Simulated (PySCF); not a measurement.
NMR problem set

Level of theory: shielding tensors at PBE0/pcSseg-1 (GIAO), GFN2-xTB geometry, J: B3LYP/pcJ-1, in PySCF (one conformer, in vacuum, relativity neglected, rapidly exchanging positions averaged).

Chemical shifts δ = σref − σ; ¹H (σ = 31.72 ppm), ¹³C (σ = 186.93 ppm) vs TMS, all at this level. Multiplet labels drop J under 1 Hz and among equivalent protons, and merge close values. Unscaled 3J(H,H) run several per cent high. Splittings of carbon signals by F and P are missing where no couplings were computed. Where no couplings were computed, multiplicities follow the n + 1 count of equivalent neighbours, and m marks all less simple cases (inequivalent or close neighbours, rings, F or P nearby). Acid and N–H amide carbonyl carbons lie up to 10 ppm further downfield in solution (hydrogen bonding). Shifts are as computed. Against solution values, carbons near 30 ppm lie about +3 ppm off and those near 130 ppm about +5 ppm; carbons on Cl a further +6 ppm. Of 1211 compounds with measured shifts, 218 miss one by over three times the rms of a fit or turn the order of signals round; such compounds aren't used in these exercises. Carbons bonded to Cl come out too deshielded. OH and NH positions are gas-phase values without hydrogen bonding to other molecules.

(1) C$_{5}$H$_{7}$Cl$_{2}$F. ¹H NMR (500 MHz, computed): δ 7.61 (s, 1H), 5.58 (m, 2H), 5.12 (m, 1H), 2.25 (s, 3H). ¹³C{¹H} NMR (computed): δ 144.1 (C), 129.6 (CH), 88.0 (CH2), 83.9 (CH), 21.3 (CH3). Identify the compound.

(2) CH$_{2}$O$_{2}$. ¹H NMR (400 MHz, computed): δ 7.86 (s, 1H), 6.27 (br s, 1H). ¹³C{¹H} NMR (computed): δ 162.9 (CH). Give a structure.

## Answers

(1) `C/C(=C/CF)C(Cl)Cl`. Rings plus π bonds: 1 (no ring in the answer). 5 carbon signals for 5 carbons: no two carbons are equivalent. Carbon types of the structure: 1 × C, 2 × CH, 1 × CH2, 1 × CH3, which accounts for all hydrogens. δC 144.1: fully substituted alkene carbon; an sp2 carbon of a C=C bond. δC 129.6: alkene CH; as expected for a trigonal carbon in a double bond. δC 88.0: allylic sp3 CH2 bonded to F; the inductive effect lowers its shielding. δC 83.9: allylic sp3 CH bonded to 2 Cl; 2 electronegative neighbours deshield it.

The data come from this structure; uniqueness wasn't tested.

(2) `O=CO`. Rings plus π bonds: 1 (no ring in the answer). Carbon types of the structure: 1 × CH, leaving 1 H on heteroatoms. δC 162.9: carboxylic acid carbon; lone-pair donation from the attached heteroatom keeps it upfield of a ketone carbonyl. δH 7.86: hydrogen on a carboxylic acid carbon. δH 6.27: hydrogen on an acid hydroxyl oxygen; exchangeable; this is the value without hydrogen bonding to other molecules.
